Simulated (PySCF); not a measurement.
Stretching PN⁺

Set-up: P def2-TZVP, N def2-TZVP; no relativity (PySCF 2.14). Energies in eV from P⁺ + N in their ground configurations at the same level. State: ²Σ⁺ (doublet), unpaired electrons σ ↑.

All columns are PBE0. A positive dipole points towards N; it is taken about the centre of mass and depends on that origin.

| R (Å) | E (eV) | μ (D) | Mulliken charge on P (basis-dependent) | HOMO (eV) | LUMO (eV) | Mayer bond order | ⟨S²⟩ |
| --- | --- | --- | --- | --- | --- | --- | --- |
| 1.268 | -2.582 | -1.55 | 0.68 | -19.45 | -13.97 | 2.92 | 0.76 |
| 1.327 | -3.787 | -1.67 | 0.74 | -18.99 | -14.06 | 2.90 | 0.77 |
| 1.386 | -4.452 | -1.78 | 0.79 | -18.57 | -14.12 | 2.86 | 0.77 |
| 1.430 | -4.685 | -1.85 | 0.83 | -18.27 | -14.15 | 2.83 | 0.78 |
| 1.474 | -4.746 | -1.92 | 0.85 | -17.99 | -14.17 | 2.79 | 0.79 |
| 1.518 | -4.676 | -1.97 | 0.87 | -17.72 | -14.17 | 2.74 | 0.82 |
| 1.577 | -4.436 | -1.99 | 0.89 | -17.37 | -14.15 | 2.65 | 0.87 |
| 1.651 | -3.998 | -1.91 | 0.89 | -16.97 | -14.09 | 2.45 | 1.05 |
| 1.739 | -3.416 | -1.70 | 0.86 | -16.59 | -14.00 | 2.12 | 1.38 |
| 1.857 | -2.704 | -1.39 | 0.81 | -16.20 | -13.87 | 1.67 | 1.81 |

A fit through these points gives, at Re = 1.470 Å, μ = -1.91 D and dμ/dR = -1.33 D/Å; the reduced mass is 9.643 u.

Task: How strong is the fundamental in the double-harmonic approximation, I = 42.26·(dμ/dR)²/μred km/mol?

Result: I = 42.26·(-1.33)²/9.643 = 7.75 km/mol at PBE0.

⟨S²⟩ of the unrestricted solution departs from its pure value on part of the curve, where spin states mix. For an ion De counts to the pair picked by the measured ionisation energies or electron affinities, which need not be the lowest pair at this level. The state is the lowest determinant that a PBE0 search found; another state may lie lower at other levels.
